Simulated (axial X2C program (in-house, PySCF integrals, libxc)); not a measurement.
Which molecule gave these maps?

PBE0 fields computed with an in-house relativistic program for diatomic molecules, without spin–orbit coupling, near the equilibrium distance, one atom at z = 0.

The maps cover the half plane through the axis: z from -2.4 to 3.6 Å along the bond, ρ from 0.15 to 2.25 Å away from it.

log10 of the density in e/bohr³:

```
 ρ\z  -2.4  -1.8  -1.2  -0.6   0.0   0.6   1.2   1.8   2.4   3.0   3.6
0.15  -4.9  -3.6  -2.2  -0.7   0.7  -0.4   0.2  -0.4  -1.8  -3.2  -4.5
0.45  -5.0  -3.7  -2.3  -1.0  -0.1  -0.8  -0.3  -0.7  -2.0  -3.2  -4.5
0.75  -5.1  -3.8  -2.6  -1.5  -0.9  -1.3  -0.9  -1.2  -2.2  -3.4  -4.6
1.05  -5.2  -4.1  -3.0  -2.0  -1.7  -1.9  -1.6  -1.8  -2.6  -3.6  -4.7
1.35  -5.4  -4.4  -3.4  -2.6  -2.3  -2.5  -2.2  -2.4  -3.0  -3.9  -4.9
1.65  -5.7  -4.7  -3.8  -3.2  -3.0  -3.0  -2.8  -2.9  -3.5  -4.2  -5.2
1.95  -6.0  -5.1  -4.3  -3.8  -3.6  -3.6  -3.4  -3.5  -3.9  -4.6  -5.4
2.25  -6.4  -5.5  -4.8  -4.4  -4.2  -4.1  -4.0  -4.0  -4.4  -5.0  -5.8
```

Electron localisation function (collinear form, no current term, damped to 0 at low density):

```
 ρ\z  -2.4  -1.8  -1.2  -0.6   0.0   0.6   1.2   1.8   2.4   3.0   3.6
0.15  0.00  0.00  0.13  0.74  0.23  0.69  0.10  0.75  0.30  0.01  0.00
0.45  0.00  0.00  0.12  0.75  0.89  0.43  0.86  0.86  0.30  0.01  0.00
0.75  0.00  0.00  0.09  0.65  0.82  0.18  0.83  0.83  0.26  0.01  0.00
1.05  0.00  0.00  0.06  0.42  0.55  0.07  0.61  0.68  0.18  0.01  0.00
1.35  0.00  0.00  0.02  0.19  0.20  0.02  0.29  0.41  0.09  0.00  0.00
1.65  0.00  0.00  0.00  0.05  0.04  0.01  0.09  0.16  0.03  0.00  0.00
1.95  0.00  0.00  0.00  0.01  0.01  0.00  0.02  0.03  0.00  0.00  0.00
2.25  0.00  0.00  0.00  0.00  0.00  0.00  0.00  0.00  0.00  0.00  0.00
```

Axial spin density in 10⁻³ e/bohr³:

```
 ρ\z  -2.4  -1.8  -1.2  -0.6    0.0   0.6    1.2   1.8   2.4  3.0  3.6
0.15   0.0   0.0  -0.1  -2.3  115.9  -2.9  175.3   4.9  -0.6  0.0  0.0
0.45   0.0   0.0  -0.1   1.2   30.9  -1.3  100.0  18.5   0.1  0.0  0.0
0.75   0.0   0.0   0.0   0.9    3.9  -0.6   21.7   8.4   0.3  0.0  0.0
1.05   0.0   0.0   0.0   0.3    0.3  -0.3    4.2   2.4   0.2  0.0  0.0
1.35   0.0   0.0   0.0   0.1    0.0  -0.1    0.8   0.6   0.1  0.0  0.0
1.65   0.0   0.0   0.0   0.0    0.0  -0.1    0.1   0.1   0.0  0.0  0.0
1.95   0.0   0.0   0.0   0.0    0.0   0.0    0.0   0.0   0.0  0.0  0.0
2.25   0.0   0.0   0.0   0.0    0.0   0.0    0.0   0.0   0.0  0.0  0.0
```

Question: Which molecule is it?
A. OF
B. RfP⁻
C. MgHs
D. SO⁺

Answer: A. OF, with F at z = 0 and O at z = 1.330 Å, state M_S = 1/2, Λ = 1 (beyond evenly filled blocks: π+α, π+β, π-α), basis F dyall-av3z [7s6p3d2f], O dyall-av3z [7s6p3d2f] (cores contracted in-house). One determinant describes the state; a PBE0 search over occupations chose it and may have missed a lower one. Without a current term, density functionals place determinants with orbital angular momentum somewhat too high. Under one Hamiltonian the search converged a single determinant, so lower ones may well exist.
